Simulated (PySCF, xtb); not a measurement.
C2H6O, SMILES CCO. The values are those of a single conformer.

Harmonic wavenumbers (cm⁻¹) from GFN2-xTB (xtb) at its own minimum, in rising order: 227, 342, 421, 832, 932, 1046, 1090, 1130, 1236, 1314, 1350, 1405, 1483, 1490, 1497, 2867, 2984, 3019, 3043, 3049, 3542.

### Question
What does PySCF with B3LYP-D3(BJ)/def2-TZVP give at its own minimum? (Estimate from the structure and the level; the computed values follow.)

### Answer
265, 287, 424, 810, 886, 1062, 1071, 1137, 1282, 1371, 1405, 1420, 1489, 1494, 1519, 2987, 3023, 3068, 3089, 3103, 3795. Paired by order, the mean absolute difference is 46 cm⁻¹ and the zero-point energies are 49.0 and 50.0 kcal/mol.
